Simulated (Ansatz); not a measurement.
Geometry optimisation, RKS r2SCAN-D4/def2-SVP (Ansatz 0.2.0).

The input (input.yaml):

```yaml
crystal:
  periodic: [false, false, false]
  atoms:
    - { symbol: C, position_ang: [-0.68484, 1.08654, -0.58349] }
    - { symbol: Si, position_ang: [0.78656, -0.09526, -0.79704] }
    - { symbol: Al, position_ang: [0.59299, -1.53278, 1.26174] }
    - { symbol: H, position_ang: [-0.3653, 2.12656, -0.516] }
    - { symbol: H, position_ang: [-1.24637, 0.85604, 0.32949] }
    - { symbol: H, position_ang: [-1.38296, 1.03107, -1.41979] }
    - { symbol: H, position_ang: [1.45353, 0.28446, -2.06102] }
    - { symbol: H, position_ang: [1.5202, -2.66492, 1.75665] }
    - { symbol: H, position_ang: [-0.67381, -1.09171, 2.02946] }
total_charge: 1
basis:
  gaussian: { orbitals: def2-SVP }
hamiltonian:
  xc: r2scan
  dispersion: d4
relax:
  f_tol: 0.02
  max_steps: 50
output:
  orbitals: {}
```

Launched with:

```bash
$ ansatz run input.yaml --threads 2 --pin off --max-ram 3072MiB --backend cpu --events-out ev --progress --plain --runs-dir out
```

Problem. Where does it end, and by what steps?

Solution. It converged. The force dipped under the threshold on the way, but the program's further checks kept it going. After 24 steps the energy has fallen by 0.479 eV; H9 moved furthest, 1.72 Å.

```csv
step,energy less start (eV),largest force component (eV/Å),accepted
0,0.0000,1.429,yes
1,-0.2450,0.423,yes
2,-0.2931,0.135,yes
3,-0.3403,0.104,yes
4,-0.3601,0.172,yes
5,-0.3683,0.189,yes
6,-0.3723,0.085,yes
7,-0.3779,0.043,yes
8,-0.3807,0.024,yes
9,-0.3889,0.209,yes
10,-0.4009,0.380,yes
11,-0.4167,0.294,yes
12,-0.4368,0.287,yes
13,-0.4410,0.329,yes
14,-0.4578,0.291,yes
15,-0.4563,0.595,no
16,-0.4722,0.073,yes
17,-0.4765,0.035,yes
18,-0.4747,0.160,no
19,-0.4775,0.007,yes
20,-0.4783,0.031,yes
21,-0.4783,0.063,no
22,-0.4781,0.077,no
23,-0.4787,0.008,yes
24,-0.4789,0.016,yes
```

```xyz
9
Properties=species:S:1:pos:R:3
C -0.596 1.424 -0.622
Si 0.244 -0.210 -0.559
Al 0.586 -1.745 1.416
H 0.103 2.169 -1.051
H -0.984 1.787 0.340
H -1.425 1.358 -1.355
H 0.741 -0.576 -1.921
H 1.942 -1.455 2.160
H -0.611 -2.752 1.592
```

Time of the run: 33 s on 2 threads of Intel(R) Xeon(R) Platinum 8488C (Sapphire Rapids) (shared host), peak memory 0.19 GiB.
